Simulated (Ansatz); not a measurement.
The first iterations of a band of BFH2 + Cl (5 atoms, charge 0, multiplicity 2).

The calculation used Ansatz, UKS PBE0-D4/cc-pVDZ.

```
movable images  : 7
climbing image  : yes
spring          : 5.0 eV/Å²
optimiser       : quadratic models (default)
start path      : through a guess of the saddle point
force threshold : 0.05 eV/Å
iteration limit : 60
end points      : relaxed
```

First end point:

```xyz
5
Properties=species:S:1:pos:R:3
B -0.122 0.000 -0.018
F -0.710 0.005 1.183
H 1.083 -0.022 -0.049
H -0.852 0.019 -0.979
Cl 0.600 -0.001 3.613
```

Last end point:

```xyz
5
Properties=species:S:1:pos:R:3
B -0.026 0.000 -0.142
F 0.012 0.005 1.191
H 1.030 -0.026 -0.727
H -1.114 0.018 -0.666
Cl 0.098 0.004 4.094
```

| iteration | highest image above the first end (eV) | largest band force component (eV/Å) |
| --- | --- | --- |
| 1 | 2.451 | 10.781 |
| 2 | 1.223 | 6.936 |
| 3 | 0.451 | 2.112 |
| 4 | 0.301 | 2.992 |
| 5 | 0.123 | 1.254 |

Question: Does the band converge within its limit, and where does its top end?

Answer: The run converged. It ended after 17 iterations with the highest image 0.022 eV above the first end. The highest image is an end point: on this band no image between the ends rises above it. A vibrational analysis next to that end finds imaginary modes (44i cm⁻¹), so it isn't a minimum.

Run time: 3.7 min on 2 threads of Arm Neoverse V2, on a shared host, peak memory 0.13 GiB.
